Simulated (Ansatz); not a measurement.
Na₃H₃. Charge 0, multiplicity 1. Geometry PBE0-D4/def2-TZVP, basis def2-TZVP, Ansatz.

```xyz
6

Na    0.421   -0.908   -1.692
Na    1.259   -0.095    1.505
Na   -1.681    1.002    0.187
H     1.827   -1.090   -0.203
H    -0.453    0.994    1.837
H    -1.373    0.097   -1.634
```

| run | HOMO (eV) | LUMO (eV) |
| --- | --- | --- |
| A | -5.24 | -0.53 |
| B | -5.51 | -0.47 |
| C | -4.59 | -0.76 |
| D | -7.78 | 0.36 |
| E | -6.69 | 0.07 |
| F | -5.64 | -0.24 |

B3LYP takes the VWN-RPA correlation. HSE06 is defined as in plane-wave codes, on full-range PBE exchange. The structure comes from a short search, and lower isomers may exist.

Task: The runs used B3LYP, BHLYP, HSE06, PBE, PBE0, ωB97M-V. Estimate which is which.

Result: A HSE06 (range-separated); B B3LYP (20 % exact exchange); C PBE (0 % exact exchange); D ωB97M-V (range-separated); E BHLYP (50 % exact exchange); F PBE0 (25 % exact exchange). Exact exchange lowers occupied and raises empty levels; among semilocal functionals meta-GGAs tend to open the gap a little, and such runs are hard to tell apart. The gap grows from 3.83 eV (PBE) to 8.14 eV (ωB97M-V).
